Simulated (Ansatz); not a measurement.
**CN (sextet): from Hartree-Fock to the top rungs, def2-QZVPP**

An exercise on one series of results from a longer session: the logs are not shown, and one member is left open.

Computed with Ansatz 0.2.0, Gaussian basis. Level: def2-QZVPP, core rule «outside noble gas», up to 2 orbitals frozen.

To be run: UHF; ROHF; CCSD(T) on UHF.

## The geometry

The geometry is a PBE0/def2-TZVP stationary point (not a proven minimum) of the parent state, kept for this charge and spin.

2 atoms, charge 0, spin multiplicity 6.

Atoms are counted from 1 here; the program's logs count them from 0.

Bond lengths: N1–C2 1.339 Å.

The first run:

Contents of in.yaml:

```yaml
crystal:
  periodic: [false, false, false]
  atoms:
    - {symbol: N, position_ang: [0.000000, 0.000000, 0.000000]}
    - {symbol: C, position_ang: [0.000000, 0.000000, 1.339482]}
basis:
  gaussian: {orbitals: "def2-QZVPP.json"}
magnetization: {spin_polarized: true, initial_magnetization: 5}
hamiltonian: {xc: hf}
output: {orbitals: {seedname: orbitals}}
```

On the command line:

```
$ ansatz run in.yaml --threads 1 --pin off --events-out ev --progress --plain --max-ram 2393MiB
```

Among the steps run: UHF; ROHF; CCSD(T) on UHF.

One table of the session follows, with a row left open; its other results are not shown here.

| method | from UCCSD(T) (meV) |
| --- | --- |
| ROHF | +6309.5 |
| UHF | +6098.3 |
| UMP2 | +888.1 |
| UCCSD | ? |
| UCCSD(T) | 0 |

**Question.** Estimate the row for UCCSD.

**Answer.** from UCCSD(T) (meV): +194.5. In the column «from UCCSD(T) (meV)» it lies between UCCSD(T) (0) and UMP2 (+888.1).
